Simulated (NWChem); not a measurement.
**Extrapolating the CCSD(T) correlation energy of hydrogen peroxide (H2O2)**

```xyz
4

O     -0.2942     0.6453    -0.0547
O      0.2942    -0.6453    -0.0547
H      0.3673     1.1503     0.4376
H     -0.3673    -1.1503     0.4376
```
Charge 0, spin multiplicity 1.

The numbers come from NWChem runs, not from measurements. Structure: optimised with PBE0/def2-SVP, a minimum by its harmonic frequencies. It is one conformer; others weren't searched.

The correlated methods keep 2 core orbitals frozen. Coupled-cluster values serve here as a point of comparison, not as the truth.

Worked example. The CCSD(T) correlation energy is -407.21 mHa in cc-pVDZ and -520.12 mHa in cc-pVTZ. The form E(X) = E∞ + A/X³ turns the pair into an estimate of the basis-set limit.

E∞ = (3³·(-520.12) − 2³·(-407.21))/(3³ − 2³) = -567.7 mHa. The larger basis holds 92 % of that, at about 10 times the processor time of the smaller one. This is a two-point estimate, and a rough one from so small a pair.
